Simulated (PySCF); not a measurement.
# U-wB97X-V/STO-6G run of PO2 (phosphorus dioxide)

What is the vertical ionisation energy of PO2 (phosphorus dioxide) at U-wB97X-V/STO-6G? The job is set up through a Python script.

Program for the calculation: PySCF 2.14.0.

21 further runs of the same task are left out: 8 that didn't finish, 13 set aside as unsound or not needed.

## (1) The structure to begin with

The species is PO2 (3 atoms), meant as a doublet with charge 0. SMILES: `[O]P=O`. The coordinates come from a GFN2-xTB relaxation.

Bond lengths: O1–P2 1.464 Å, P2–O3 1.464 Å. Angles: O1–P2–O3 123.4°.

## (2) The energy at U-wB97X-V/STO-6G

run.py reads:

```python
from pyscf import gto, dft

mol = gto.Mole()
mol.atom = '''
O      0.626841     2.317390     0.600309
P     -0.763336     0.145566    -0.400868
O      0.136495    -2.462956    -0.199442
'''
mol.unit = 'bohr'
mol.spin = 1
mol.basis = 'sto-6g'
mol.verbose = 3
mol.max_memory = 1860
mol.charge = 0
mol.build()

calc0 = dft.UKS(mol, xc='wb97x-v')
calc0.conv_tol = 1e-10
calc0.nlcgrids.level = 1
calc0.grids.level = 5
calc0.kernel()
if not calc0.converged:
    calc0 = calc0.newton().run(calc0.mo_coeff, calc0.mo_occ)

e_final = calc0.e_tot
print('E(%s) = %.9f' % ('WB97X-V', e_final))
```

Started as:

```sh
OMP_NUM_THREADS=1 python run.py
```

Standard output:

```text
WARN: HOMO -0.225695408920604 >= LUMO -0.225695408920602

converged SCF energy = -489.700407648983  <S^2> = 0.75786646  2S+1 = 2.007851
E(WB97X-V) = -489.700407649
```

Run time: 24 s. Hardware: 1 thread of Arm Neoverse V1, shared host; peak memory 0.2 GiB.

## (3) The singlet cation at the same level

run.py reads:

```python
from pyscf import gto, dft

molecule = gto.M(
    atom='''
O      0.626841     2.317390     0.600309
P     -0.763336     0.145566    -0.400868
O      0.136495    -2.462956    -0.199442
''',
    basis='sto-6g',
    verbose=3,
    charge=1,
    unit='bohr',
    max_memory=1860,
)

mf = dft.RKS(molecule, xc='wb97x-v')
mf.grids.level = 5
mf.conv_tol = 1e-10
mf.nlcgrids.level = 1
mf.kernel()
if not mf.converged:
    mf = mf.newton().run(mf.mo_coeff, mf.mo_occ)

energy = mf.e_tot
print('E(%s) = %.9f' % ('WB97X-V', energy))
```

Started as:

```sh
OMP_NUM_THREADS=1 python run.py
```

Standard output:

```text
converged SCF energy = -489.406031525014
E(WB97X-V) = -489.406031525
```

Run time: 16 s. Hardware: 1 thread of Arm Neoverse V1, shared host; peak memory 0.19 GiB.

## (4) What came out

Level: U-wB97X-V/STO-6G.

```
                                          quantity          value
                         doublet PO2: total energy  -489.70041 Eh
                        doublet PO2: dipole moment         1.11 D
   doublet PO2: HOMO energy (highest over α and β)       -6.45 eV
    doublet PO2: LUMO energy (lowest over α and β)        2.31 eV
                                 doublet PO2: ⟨S²⟩          0.758
                      singlet cation: total energy  -489.40603 Eh
                       singlet cation: HOMO energy      -17.95 eV
                       singlet cation: LUMO energy       -9.53 eV
                     singlet cation: HOMO–LUMO gap        8.43 eV
vertical ionisation energy (to the singlet cation)       8.010 eV
```

**Reading.** Removing an electron at fixed nuclei costs 8.01 eV (773 kJ/mol). Only the singlet of the ionised species was computed; a triplet could lie lower. In a minimal basis such a difference can be off by several eV, whatever the method. Mulliken charges (doublet PO2) run from -0.38 on O1 to +0.77 on P2; they depend strongly on the basis. Mulliken charges (singlet cation) run from -0.13 on O1 to +1.25 on P2.
